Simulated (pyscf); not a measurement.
Structures and frequencies: ωB97X-D3(BJ)/def2-SVP in PySCF.

Question: Estimate by transition-state theory the rate constant of `[F][MoH]([F])([F])([F])[F]` + `[OH][SiH3]` → `[F][Mo]([F])([F])([F])([F])[O][SiH3]` + `[H][H]` (singlet surface; H–Mo, H–O broken, Mo–O, H–H formed) at 600 K, with ωB97M-D3(BJ)/def2-TZVP energies (ideal gas, 1 atm, RRHO with modes under 100 cm⁻¹ raised to 100, one conformer, R ln 2 for chiral ones without a mode under 150 cm⁻¹; no tunnelling).

Answer: The electronic barrier is 18.9 kcal/mol and the thermal terms add +25.7, so ΔG‡ = 44.6 kcal/mol. With k_BT/h = 1.25e+13 s⁻¹ and RT = 1.192 kcal/mol, and a volume of 8.18e-20 cm³ per molecule at 1 atm, k = 5.7e-23 cm³ molecule⁻¹ s⁻¹. Wigner's tunnelling factor for 1291i cm⁻¹ would be 1.40, likely too low at so high a frequency. A shift of 1 kcal/mol in the barrier changes k by a factor 2.3. On the reactant side the descent ends in an adduct with a Mo–O contact, 14.1 kcal/mol under the separated species and 30.2 kcal/mol under the saddle at ωB97X-D3(BJ)/def2-TZVP. What is counted as formed (Mo–O) is already present as a longer contact in the reactant adduct; forming that adduct is a step of its own. At the saddle there is also a short H–Mo contact that neither side keeps. At ωB97X-D3(BJ) the barrier from the zero used here is 16.1 kcal/mol. This is the saddle that the search found; another between the same sides may lie lower. Elements past Kr carry the def2 core potentials, without spin-orbit coupling.
